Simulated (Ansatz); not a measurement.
Rock-salt ZrC: LDA at its full settings (plane-wave cutoff 520 eV, 20×20×20 k mesh, Fermi–Dirac smearing 0.05 eV, scalar-relativistic PAW data made under PBE) and at cheaper ones, in a cell of 2 atoms with Γ-centred meshes.

```json
[
 {"level and setting": "LDA (Ansatz)", "equilibrium lattice constant a (Å)": "4.642", "bulk modulus B0 (GPa)": "247"},
 {"level and setting": "LDA (250 eV cutoff) (Ansatz)", "equilibrium lattice constant a (Å)": "4.655", "bulk modulus B0 (GPa)": "232"},
 {"level and setting": "LDA (Γ point alone) (Ansatz)", "equilibrium lattice constant a (Å)": "5.419", "bulk modulus B0 (GPa)": "71.6"},
 {"level and setting": "LDA (2×2×2 k mesh) (Ansatz)", "equilibrium lattice constant a (Å)": "___", "bulk modulus B0 (GPa)": "___"},
 {"level and setting": "LDA (4×4×4 k mesh) (Ansatz)", "equilibrium lattice constant a (Å)": "4.636", "bulk modulus B0 (GPa)": "249"}
]
```

Q: Some entries are withheld; supply them.

A: 
- LDA (2×2×2 k mesh) (Ansatz, a quantum-chemistry and plane-wave program), equilibrium lattice constant a (Å): 4.697
- LDA (2×2×2 k mesh) (Ansatz), bulk modulus B0 (GPa): 243

Largest shifts from the full settings: lattice constant a +16.7 % (LDA (Γ point alone)), against a difference of -1.15 % of the full result from the reference 4.696 Å (measured, temperature not stated, no zero-point or thermal correction; as tabulated in Zhang et al. (2018), doi:10.1088/1367-2630/aac7f0); bulk modulus -71 % (LDA (Γ point alone)), against a difference of +10.8 % of the full result from the reference 223 GPa (measured, temperature not stated, not corrected to a static lattice, from single-crystal elastic constants, sources range from 208 to 223; as tabulated in arXiv:1102.4063).

Ansatz's density-functional and Hartree–Fock values are scalar-relativistic unless marked +SOC, with PAW data made under PBE.

Run with cheap settings on purpose, which may leave them unconverged: LDA (250 eV cutoff), LDA (2×2×2 k mesh), LDA (4×4×4 k mesh), LDA (Γ point alone).
